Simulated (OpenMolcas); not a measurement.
# singlet [PH2]+: levels of theory compared

We compute a comparison of 6 runs (B3LYP/pcseg-0, PBE0/pcseg-0, r2SCAN/pcseg-0, ACPF/pcseg-0, CISD/pcseg-0, CCSD(T)/pcseg-0) of singlet [PH2]+. 

The calculation is run with OpenMolcas 26.06.

## (1) The system as given

The species is [PH2]+ (3 atoms), meant as a singlet with charge +1. As SMILES of the parent species, `[PH2]`. The shape is that of a PBE0-D4/def2-TZVP optimisation. That shape belongs to the parent species and isn't relaxed for this state.

Bond lengths: P1–H2 1.424 Å, P1–H3 1.424 Å. Angles: H2–P1–H3 91.5°.

## (2) A single-point energy at B3LYP/pcseg-0 (run 1)

The input, coord.xyz:

```xyz
3

P      0.525730    -0.309370     0.258210
H      0.114640     1.051490     0.176750
H     -0.640370    -0.742120    -0.434970
```

The input, job.input:

```
* H2P Kohn-Sham DFT
&GATEWAY
BasLib
$CurrDir
Coord
coord.xyz
Basis
pcseg-0
Group
NoSym
&SEWARD
GridInput
Grid=UltraFine
End of Grid
&SCF
Charge
1
KSDFT
B3LYP
Thresholds
1e-10 1e-07 1e-07 1e-05
PrOrbitals
1 1
```

The basis set pcseg-0 is read from a file made from the Basis Set Exchange's data (not shown).

Launch:

```
export MOLCAS_MEM=1860
pymolcas job.input > job.log
```

The log of the run:

```text
--- Start Module: gateway ---
[...]
--- Stop Module: gateway /rc=_RC_ALL_IS_WELL_ ---
--- Start Module: seward ---
[...]
      Basis functions           17
--- Stop Module: seward /rc=_RC_ALL_IS_WELL_ ---
--- Start Module: scf ---
[...]
       Convergence after  12 Iterations
[...]
::    Total KS-DFT energy                            -341.7278422974
[...]
      Total spin, S                                     0.0000000000
[...]
      Total electronic charge=   16.000000
      Total            charge=    1.000000
[...]
      Dipole Moment (debye):
      Origin of the operator (angstrom)=    0.4775   -0.2810    0.2345
                   X= -1.5667E+00               Y=  9.2192E-01               Z= -7.6947E-01           Total=  1.9739E+00
      Center of Charge (angstrom)
[...]
--- Stop Module: scf /rc=_RC_ALL_IS_WELL_ ---
[...]
```

Wall time 3.3 s (1 thread of Arm Neoverse V2, shared host); peak memory 0.37 GiB.

## (3) A single-point energy at PBE0/pcseg-0 (run 2)

coord.xyz is that of step 2.

The input, job.inp:

```
>>> EXPORT MOLCAS_PRINT=2

&GATEWAY
 BasLib
 $CurrDir
 Coord
 coord.xyz
 Basis
 pcseg-0
 Group
 NoSym

&SEWARD
 GridInput
 Grid=UltraFine
 End of Grid

&SCF
 Charge
 1
 KSDFT
 PBE0
 Thresholds
 1e-10 1e-07 1e-07 1e-05
 PrOrbitals
 1 1
```

The basis set pcseg-0 is read from a file made from the Basis Set Exchange's data (not shown).

Launch:

```
export MOLCAS_MEM=1860
pymolcas job.inp > job.log
```

The log of the run:

```text
--- Start Module: gateway ---
[...]
--- Stop Module: gateway /rc=_RC_ALL_IS_WELL_ ---
--- Start Module: seward ---
[...]
      Basis functions           17
--- Stop Module: seward /rc=_RC_ALL_IS_WELL_ ---
--- Start Module: scf ---
[...]
       Convergence after  13 Iterations
[...]
::    Total KS-DFT energy                            -341.5607010633
[...]
      Total spin, S                                     0.0000000000
[...]
      Total electronic charge=   16.000000
      Total            charge=    1.000000
[...]
      Dipole Moment (debye):
      Origin of the operator (angstrom)=    0.4775   -0.2810    0.2345
                   X= -1.6646E+00               Y=  9.7953E-01               Z= -8.1756E-01           Total=  2.0973E+00
      Center of Charge (angstrom)
[...]
--- Stop Module: scf /rc=_RC_ALL_IS_WELL_ ---
[...]
```

It took 3.3 s on 1 thread of Arm Neoverse V2, shared host; peak memory 0.37 GiB.

Runs 3 to 5 aren't shown in full; the table further down has their settings and results.

## (4) The energy at CCSD(T)/pcseg-0 (run 6)

coord.xyz is that of step 3.

The input, job.input:

```
>>> EXPORT MOLCAS_PRINT=2
&GATEWAY
BasLib=$CurrDir
Coord=coord.xyz
Basis=pcseg-0
Group=NoSym
&SEWARD
&SCF
Charge=1
Thresholds=1e-10 1e-07 1e-07 1e-05
PrOrbitals=1 1
&RASSCF
FileOrb=$Project.ScfOrb
Spin=1
Nactel=0 0 0
Inactive=8
Ras2=0
OutOrbitals=Canonical
OrbListing=Nothing
&MOTRA
JobIph
Frozen=5
&CCSDT
CCT
Triples=2
Iterations=80
Accuracy=1e-08
Extrapolation=5 4
```

The basis set pcseg-0 is read from a file made from the Basis Set Exchange's data (not shown).

Launch:

```
export MOLCAS_MEM=1860
pymolcas job.input > job.log
```

The log of the run:

```text
--- Start Module: gateway ---
[...]
--- Stop Module: gateway /rc=_RC_ALL_IS_WELL_ ---
[...]
      Basis functions           17
[...]
       Convergence after  12 Iterations
[...]
::    Total SCF energy                               -341.0519556242
[...]
      Total spin, S                                     0.0000000000
[...]
      Number of active orbitals                  0
[...]
      Spin quantum number                      0.0
[...]
      Active orbitals                            0
[...]
      Number of CSFs                             1
[...]
      Number of root(s) required                 1
[...]
      Convergence after  4 iterations
[...]
      Natural orbitals and occupation numbers for root  1
      ************************************************************************************************************************
      *                                                    Final results                                                     *
      ************************************************************************************************************************
[...]
::    RASSCF root number  1 Total energy:   -341.05195562
[...]
      Total electronic charge=   16.000000
      Total            charge=    1.000000
[...]
      Dipole Moment (debye):
      Origin of the operator (angstrom)=    0.4775   -0.2810    0.2345
                   X= -1.6679E+00               Y=  9.8146E-01               Z= -8.1917E-01           Total=  2.1014E+00
      Center of Charge (angstrom)
[...]
--- Start Module: motra ---
[...]
      *** WARNING: Default frozen orbitals is overwritten by user input.
      *** Default values:   5
[...]
--- Stop Module: motra /rc=_RC_ALL_IS_WELL_ ---
--- Start Module: ccsdt ---
[...]
      Convergence after                    15  Iterations
      Total energy (diff) :    -341.12220820       0.00000000
[...]
 METHOD                       : CCSD+T(CCSD)+<T3(1)WT1> = CCSD(T)
[...]
       CCSD     =      -341.1222081984590
[...]
--- Stop Module: ccsdt /rc=_RC_ALL_IS_WELL_ ---
[...]
```

It took 2 s on 1 thread of Arm Neoverse V2, shared host; peak memory 0.37 GiB.

## (5) Overview of the runs

| run | level | integration grid | frozen core orbitals | energy (Eh) | HOMO energy (eV) | LUMO energy (eV) | HOMO–LUMO gap (eV) | wall time |
| --- | --- | --- | --- | --- | --- | --- | --- | --- |
| 1 | B3LYP/pcseg-0 | UltraFine | – | -341.727842 | -16.65 | -13.33 | 3.32 | 3.3 s |
| 2 | PBE0/pcseg-0 | UltraFine | – | -341.560701 | -16.86 | -13.09 | 3.77 | 3.3 s |
| 3 | r2SCAN/pcseg-0 | UltraFine | – | -341.661088 | -15.93 | -14.05 | 1.88 | 3.9 s |
| 4 | ACPF/pcseg-0 | – | 5 | -341.122560 | -19.73 | -8.94 | 10.79 | 1.5 s |
| 5 | CISD/pcseg-0 | – | 5 | -341.119887 | -19.73 | -8.94 | 10.79 | 1.5 s |
| 6 | CCSD(T)/pcseg-0 | – | 5 | -341.122874 | -19.73 | -8.94 | 10.79 | 2 s |

## (6) Results

| quantity | value |
| --- | --- |
| run 6: total energy | -341.12287 Eh |
| run 6: HOMO energy (Hartree–Fock orbitals) | -19.73 eV |
| run 6: LUMO energy (Hartree–Fock orbitals) | -8.94 eV |
| run 6: HOMO–LUMO gap (Hartree–Fock orbitals) | 10.79 eV |
| run 6: correlation energy (5 core orbitals frozen) | -70.9 mEh |
| run 6: (T) correction | -0.67 mEh |

Over runs 1, 2, 3 the HOMO–LUMO gap runs from 1.88 eV (r2SCAN/pcseg-0) to 3.77 eV (PBE0/pcseg-0). Totals of different functionals can't be ranked against each other. All runs together took 16 s, the longest 3.9 s.
